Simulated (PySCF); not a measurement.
Si2 and its ions

UHF-SCS-MP2; basis Si def2-SVPD; no relativity; PySCF 2.14. Neutral (UHF): triplet (π ↑↑), Re = 2.255 Å, ωe = 532 cm⁻¹, De = 2.64 eV.

Si₂⁻ (UHF): doublet (π ↑), Re = 2.189 Å, ωe = 558 cm⁻¹. The energies at the minima are -577.70404 hartree for Si2 and -577.76662 for Si₂⁻.

(1) Work out the adiabatic electron affinity, without and with harmonic zero-point energies (1 hartree = 27.2114 eV, 1 eV = 8065.5 cm⁻¹), and the change of the bond length.

Correlated steps freeze 10 core orbitals. Correlated levels converge slowly with the basis: in double zeta they bind strong bonds too weakly, by up to about 1 eV, and carry superposition errors of some tenths. States were picked by a PBE0 search and need not be the measured ground states.

Answers

(1) At UHF-SCS-MP2: 0.06258 hartree = 1.703 eV between the minima; the zero-point term (532.0 − 558.0)/2 cm⁻¹ = -0.002 eV makes it 1.701 eV. Re changes by -6.6 pm against the neutral. The electron enters a π orbital, and the shorter bond of the ion fits a bonding orbital, or a change in how ionic the bond is.
